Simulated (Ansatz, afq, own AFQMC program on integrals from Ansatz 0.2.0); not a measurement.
## AlBH2, triplet: AFQMC among the cluster methods

```xyz
4

B    -0.8942    0.0000    1.0462
Al    0.3148    0.0000   -0.4310
H    -0.1449    0.0000    1.9617
H     1.3097    0.0000   -1.6465
```

Connectivity, by distances: BH–AlH.

Basis cc-pVDZ. Noble-gas cores (and the filled d shells of Ga–Kr and In–Xe) are frozen. Ansatz 0.2.0 and our own AFQMC program on the same integrals; the CISD trial comes from CCSD amplitudes, and released means the phaseless constraint is let go. Uncertainties: one standard error, sampling alone.

Determinant: ROHF, the one that the program's search chose, which needn't be the lowest solution. The geometry is a point of a scan.

No full CI on the walks' own integrals is used here; CCSDT(Q) serves as the reference and is uncertain by about the last step of the cluster series.

Cautions: lower spins were not checked; the released energies are still falling, so no released level is given (meV from the phaseless value at times in 1/Eh: -12 ± 11 at 0.24, -11 ± 9 at 0.51, -2 ± 9 at 0.99, -18 ± 9 at 1.62, -29 ± 12 at 2.40), though the last usable value meets CCSDT(Q) within the noise.

- T1 diagnostic: 0.0334
- weight of the determinant in the CISD state: 0.886
- size of the correlated space: 8 electrons in 36 orbitals

Reference: CCSDT(Q), correlation energy -4.300 eV.

```
        level  E − E(reference) (kJ/mol)  share of correlation (%)
           HF                      414.9                      0.00
          MP2                       96.4                     76.76
         CCSD                       16.9                     95.93
      CCSD(T)                        4.2                     98.99
        CCSDT                        0.7                     99.82
ph-AFQMC/CISD                  1.6 ± 0.8                     99.61
```

A walk keeps the symmetry of its determinant, which the program's search chose and which needn't be the lowest solution, so a lower state of the same spin and another symmetry isn't excluded.
